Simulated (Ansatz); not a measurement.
PH4⁺, triplet: the ladder up to UCCSDT(Q)

Geometry: that of the PH4, doublet, kept fixed. The singlet lies 4.5 eV lower here.

| atom | x (Å) | y (Å) | z (Å) |
| --- | --- | --- | --- |
| P | 0.0456 | 0.0000 | 0.0000 |
| H | 0.1616 | 0.0000 | -1.5147 |
| H | -0.8626 | 1.0782 | 0.0000 |
| H | -0.8626 | -1.0782 | 0.0000 |
| H | 0.1616 | 0.0000 | 1.5147 |

Basis cc-pVDZ; Ansatz 0.2.0. Only valence electrons are correlated (noble-gas cores frozen), which leaves 8 electrons in 33 orbitals. R marks a restricted (for open shells ROHF) determinant, U an unrestricted one. Active spaces: valence = (8e, 8o) chosen from the atoms' valence shells.

Full CI isn't at hand for all of this; UCCSDT(Q) serves as the reference, and is uncertain by about the last step of the cluster series. The frozen core follows each run's orbitals, which can shift R against U totals by a few meV.

The UHF ⟨S²⟩ is 2.051. The T1 diagnostic (RCCSD) is 0.0235 and the largest doubles amplitude (RCCSD) is 0.082. The T1 diagnostic (UCCSD) is 0.0188.

```json
{"level": "UHF", "E − E(RHF) (eV)": "-0.3546"}
{"level": "RMP2", "E − E(RHF) (eV)": "-3.6962"}
{"level": "UMP2", "E − E(RHF) (eV)": "-3.6254"}
{"level": "RCCSD", "E − E(RHF) (eV)": "-4.5365"}
{"level": "UCCSD", "E − E(RHF) (eV)": "-4.5409"}
{"level": "RCCSD(T)", "E − E(RHF) (eV)": "-4.6521"}
{"level": "UCCSD(T)", "E − E(RHF) (eV)": "-4.6503"}
```

Problem. Estimate how far UCCSDT(Q) in cc-pVDZ lies from RCCSD(T). The table doesn't fix it; the size of (T) and the diagnostics are the guide.

Solution. UCCSDT(Q) in cc-pVDZ lies 1.15 mEh below RCCSD(T), which is 27 % of the (T) step (-4.25 mEh). The diagnostics give no warning, yet the rest is a sizeable part of (T).

The other levels:

| level | E − E(UCCSDT(Q)) (mEh) | share of correlation (%) | wall time |
| --- | --- | --- | --- |
| BCCD(T) | 1.18 | 99.31 | 1.6 s |
| RCCSDT | 0.17 | 99.90 | – |
| UCCSDT | 0.15 | 99.91 | – |
| RCCSDT(Q) | 0.01 | 99.99 | 7.5 s |

The correlation energy at UCCSDT(Q), counted from RHF, is -4.683 eV. That run took 6 s on 1 thread of Arm Neoverse V2, shared host.

Run but not shown, since their state or frozen core can't be matched to the reference's or they repeat it: CISD, CASSCF (valence space), NEVPT2 (valence space), MRCISD (valence space), MRCISD+Q (valence space).

Times hold each run's SCF and search for its determinant on a shared host, so for small cases they say little of a method's own cost; they ran on 1 thread of Arm Neoverse V2.

Natural occupations of CASSCF (valence space) about the gap: 1.982 1.962 1.956 1.018 0.987 0.043 0.029 0.022; effectively unpaired electrons, Σ n²(2−n)², 2.03.
